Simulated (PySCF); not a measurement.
The linear singlet lies higher and needs more than one determinant, so no gap is given.

B3LYP has the VWN-RPA correlation part, as in Gaussian. 

# S2, SMILES `S=S` (lower triplet) (charge 0, multiplicity 3)

Calculation: B3LYP-D3(BJ)/def2-TZVP (PySCF).

```yaml
highest_occupied_spin_orbital: -6.78 eV
dipole_moment: 0.00 D
total_energy: -796.4317 Ha
cost: very roughly 13 core-seconds
```

```xyz
2

S      0.9518     0.0000     0.0000
S     -0.9518     0.0000     0.0000
```
Charge 0, spin multiplicity 3.
